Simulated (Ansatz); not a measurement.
C₂H₄N, doublet: energies of several shapes or isomers

Calculated in Ansatz's Gaussian-basis code. Basis cc-pVTZ, nonrelativistic, 3 orbitals frozen in the corrections; active space CAS(3,3). Restricted Hartree–Fock, then the lowest state-specific CASSCF solution met for each case. On stretched bonds single-reference methods can fail or change state. Unlike active orbitals can shift such differences by tenths of an eV, at times by over 1 eV.

Case A:

```xyz
7

C     0.0000   -1.1284   -0.3908
C     0.0000    0.2721   -0.3536
N     0.0000    1.0393    0.7177
H     0.0000   -1.7118    0.5268
H     0.0000   -1.6701   -1.3313
H     0.0000    0.8016   -1.3101
H     0.0000    0.4429    1.5575
```

Case B:

```json
{"atom": "C", "x (Å)": "0.0000", "y (Å)": "-1.0582", "z (Å)": "-0.4534"}
{"atom": "N", "x (Å)": "0.0000", "y (Å)": "0.2636", "z (Å)": "-0.4387"}
{"atom": "C", "x (Å)": "0.0000", "y (Å)": "0.8971", "z (Å)": "0.7215"}
{"atom": "H", "x (Å)": "0.0000", "y (Å)": "-1.6636", "z (Å)": "0.4618"}
{"atom": "H", "x (Å)": "0.0000", "y (Å)": "-1.5718", "z (Å)": "-1.4110"}
{"atom": "H", "x (Å)": "0.0000", "y (Å)": "1.9837", "z (Å)": "0.7254"}
{"atom": "H", "x (Å)": "0.0000", "y (Å)": "0.3732", "z (Å)": "1.6857"}
```

Energy less that of case A, in eV:

```json
{"case": "B", "RHF/ROHF": "+0.294"}
```

(1) What does SC-NEVPT2 give for these differences?

Results:

(1) B: +0.248 eV (5.7 kcal/mol).
